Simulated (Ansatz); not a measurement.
Two shapes of singlet C2H3N.

Shape 1:

```xyz
6

C    -0.0054   -0.0155   -1.2220
C     0.0196    0.0424    0.2962
N     0.0197   -0.0454    1.4422
H    -0.0057   -1.0570   -1.5982
H    -0.8824    0.4746   -1.5293
H     0.8824    0.4850   -1.5936
```

Shape 2:

```xyz
6

C     0.0000    0.0000   -1.0808
C     0.0000    0.0000    0.2560
N     0.0000    0.0000    1.3203
H     0.0000   -0.9489   -1.4312
H    -0.8218    0.4744   -1.4312
H     0.8218    0.4744   -1.4312
```

Basis set: cc-pVDZ (spherical functions). Frozen core: 3 orbitals. Charge 0, multiplicity 1.

Computed with Ansatz (development build ahead of 0.2.0); each method stands on the lowest determinant of its kind that the runs found.

Question: Which shape is lower in energy, and by how much in each method?

Answer:

| method | E(2) − E(1) (eV) |
| --- | --- |
| RHF | 1.115 |
| RHF-MP2 | 1.687 |

Shape 1 is lower. Caution: no unrestricted run beside it, a lower state can exist.
